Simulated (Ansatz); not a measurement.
Relaxation of BFH4O (7 atoms, charge 0, multiplicity 1), to a largest force component of 0.03 eV/Å in at most 50 steps.

Computed with Ansatz, RKS B3LYP/def2-SVP.

```xyz
7
Properties=species:S:1:pos:R:3:forces:R:3
B 0.063 0.406 -0.420 0.00 -0.31 0.13
O 0.000 -0.002 2.148 -0.03 0.74 -0.50
H -0.933 -0.253 2.224 0.02 0.01 -0.01
H 1.058 -0.181 -0.756 0.01 0.00 0.00
F -1.116 -0.125 -0.708 -0.01 0.01 0.01
H 0.067 1.504 0.064 0.01 0.33 -0.10
H -0.040 0.933 1.839 0.01 -0.77 0.46
```

**Question.** Where does it end, and by what steps?

**Answer.** It converged. After 17 steps the energy has fallen by 0.357 eV; H3 moved furthest, 0.81 Å. Joined: B1–O2 (2.60 → 1.75 Å).

```tsv
step	energy less start (eV)	largest force component (eV/Å)	accepted
0	0.0000	0.768	yes
1	0.0091	2.759	no
2	-0.0465	1.081	yes
3	-0.0908	1.252	yes
4	-0.1391	2.207	yes
5	-0.2526	1.192	yes
6	-0.3087	0.293	yes
7	-0.3277	0.224	yes
8	-0.3345	0.089	yes
9	-0.3386	0.102	yes
10	-0.3434	0.266	yes
11	-0.3478	0.232	yes
12	-0.3539	0.064	yes
13	-0.3128	1.548	no
14	-0.3557	0.035	yes
15	-0.3526	0.454	no
16	-0.3560	0.065	yes
17	-0.3567	0.010	yes
```

```xyz
7
Properties=species:S:1:pos:R:3
B 0.030 0.424 -0.107
O 0.057 0.268 1.638
H -0.298 -0.609 1.858
H 0.828 -0.443 -0.406
F -1.286 0.137 -0.384
H 0.344 1.595 -0.211
H -0.577 0.909 2.001
```

Whether the end is a true minimum wasn't checked by a vibrational analysis.

Run time: 31 s on 1 thread of Arm Neoverse V1, on a shared host, peak memory 0.12 GiB.
